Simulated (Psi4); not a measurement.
Psi4 input (wB97X-D/6-31G*):

```
memory 1500 MB

molecule {
1 2
O    -1.03161242   -0.43547658   -0.01906221
C     0.00415137    0.42058817    0.00392352
O     1.15861150    0.10574915    0.01788813
H    -0.66969788   -1.33749408   -0.02206250
H    -0.37120299    1.45178455    0.00791402
symmetry c1
no_reorient
no_com
}

set {
  basis 6-31G*
  reference uks
  scf_type pk
  dft_radial_points 99
  dft_spherical_points 590
  e_convergence 1e-8
  d_convergence 1e-7
  maxiter 150
}

e = energy('wb97x-d')
print_out(f'\nFINAL {e:.10f} DIPOLE {variable("CURRENT DIPOLE")[0]:.6f} {variable("CURRENT DIPOLE")[1]:.6f} {variable("CURRENT DIPOLE")[2]:.6f}\n')
```

From the last part of the output:

```
              A
    DOCC [    11 ]
    SOCC [     1 ]
    NA   [    12 ]
    NB   [    11 ]

  @UKS Final Energy:  -189.27912304751283

   => Energetics <=

    Nuclear Repulsion Energy =             70.2704581509133419
    One-Electron Energy =                -390.0024930830310268
    Two-Electron Energy =                 146.4867837915646760
    DFT Exchange-Correlation Energy =     -16.0335018230577901
    Empirical Dispersion Energy =          -0.0003700839020018
    VV10 Nonlocal Energy =                  0.0000000000000000
    Total Energy =                       -189.2791230475128259

  UHF NO Occupations:
  HONO-2 :   10  A 1.9988216
  HONO-1 :   11  A 1.9988083
  HONO-0 :   12  A 1.0000000
  LUNO+0 :   13  A 0.0011917
  LUNO+1 :   14  A 0.0011784
  LUNO+2 :   15  A 0.0004162
  LUNO+3 :   16  A 0.0001549

Computation Completed

Properties will be evaluated at   0.000000,   0.000000,   0.000000 [a0]

Properties computed using the SCF density matrix

 Multipole Moments:

 ------------------------------------------------------------------------------------
     Multipole            Electronic (a.u.)      Nuclear  (a.u.)        Total (a.u.)
 ------------------------------------------------------------------------------------

 L = 1.  Multiply by 2.5417464519 to convert [e a0] to [Debye]
 Dipole X            :         -0.0173902           -0.0000000           -0.0173902
 Dipole Y            :          0.1384215            0.0000001            0.1384216
 Dipole Z            :          0.0010174           -0.0000000            0.0010174
 Magnitude           :                                                    0.1395134

 ------------------------------------------------------------------------------------

FINAL -189.2791230475 DIPOLE -0.017390 0.138422 0.001017

*** Psi4 exiting successfully. Buy a developer a beer!
```

The dipole moment of an ion depends on the origin.
